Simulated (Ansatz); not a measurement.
**CCSD(T) against full CI for several species**

Each species is computed at the geometry given (Å), with frozen cores, in Ansatz 0.2.0: RHF-CCSD(T) for singlets, UHF-CCSD(T) otherwise, and full CI in the same basis. The program picks the determinant by trial CCSD, so it needn't be the lowest Hartree–Fock solution. States: NaO⁺ Σ⁻ or Δ, HSiC Σ⁺ or Δ, H2C–Li A''. Cases whose determinant has another symmetry than full CI's state, or whose (Q) step broke down, weren't drawn.

Task: Judging by size, spin and bonding and the diagnostics given, rank them by the size of CCSD(T)'s error in total energy against full CI in the same basis, smallest first (an estimate).
A. NaO⁺, quintet, cc-pVDZ: O 0.000 0.000 0.000; Na 0.000 0.000 2.517. T1 0.007, (T) -18 meV in a correlation energy of -2.42 eV
B. H2C–Li, doublet, 6-31G: C 0.000 -0.101 0.492; Li 0.000 -0.101 -1.417; H 0.000 2.871 2.747; H 0.000 -0.977 1.157. T1 0.023, (T) -33 meV in a correlation energy of -1.95 eV
C. HSiC, doublet, 6-31G: Si 0.000 0.000 0.066; C 0.000 0.000 -1.438; H 0.000 0.000 1.372. T1 0.093, (T) -120 meV in a correlation energy of -3.74 eV

Result: A (3.1 meV), B (18.3 meV), C (86.5 meV).

```
        species    basis  correlated electrons  CCSD(T) − full CI (meV)  CCSDT(Q) − full CI (meV)  unpaired electrons (full CI)     T1  ⟨S²⟩ of the determinant
  NaO⁺, quintet  cc-pVDZ                     6                     -3.1                      -6.7                          4.00  0.007                     6.00
H2C–Li, doublet    6-31G                     7                     18.3                       1.7                          2.99  0.023                     1.77
  HSiC, doublet    6-31G                     9                     86.5                      10.3                          1.25  0.093                     1.62
```

Unpaired electrons are Σ n²(2−n)² over natural occupations; an open shell counts its own unpaired electrons too. Frozen cores follow each run's orbitals, which moves totals by a few meV. No single determinant describes H2C–Li, doublet well, by full CI's occupations. For NaO⁺, quintet CCSDT(Q) lies farther off than CCSD(T), so the series isn't closing smoothly there.
